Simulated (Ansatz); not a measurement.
C3H5NO can be A, `NC#CCO`, or B, `C=C(O)C=N`.

Calculated with Ansatz (gas phase, PBE0-D4/def2-TZVP geometries, no zero-point term in ΔE). CCSD(T)/CBS adds triple-zeta CCSD(T) − MP2 to the extrapolated MP2 energy (def2 sets, frozen cores). Functionals use def2-TZVPP. Each species was taken in one conformer, which may not be the lowest.

Task: Which is lower in electronic energy at CCSD(T)/CBS, and by how much? (Estimate.)

Result: Ansatz gave: B, by 30.7 kcal/mol.

Task: Give E(B) − E(A) in kcal/mol with MP2/def2-TZVPP, CCSD(T)/def2-TZVPP, HF/def2-TZVPP, LDA (SPW92), PBE-D4, PBE0-D4, CCSD/def2-TZVPP. (An estimate is asked.)

Result: The calculation gave: MP2/def2-TZVPP -28.8, CCSD(T)/def2-TZVPP -31.6, HF/def2-TZVPP -28.0, LDA (SPW92) -32.5, PBE-D4 -32.3, PBE0-D4 -30.8, CCSD/def2-TZVPP -30.1. None reverses the order clearly.

Task: Does the order hold for the free energy at 298.15 K (harmonic terms from PBE0-D4)? (An estimate is asked.)

Result: Computed: Yes: G(B) − G(A) = -29.1 kcal/mol, for one conformer each.

Largest T1 diagnostic: 0.013.

In def2-TZVPP, CCSD(T) changes the Hartree–Fock value by −3.6 kcal/mol (the triples alone add −1.5 kcal/mol) and MP2 by −0.9 kcal/mol. From r2SCAN to r2SCAN0 (25 % exact exchange), in def2-TZVPP and without D4, E(B) − E(A) moves by +1.8 kcal/mol.
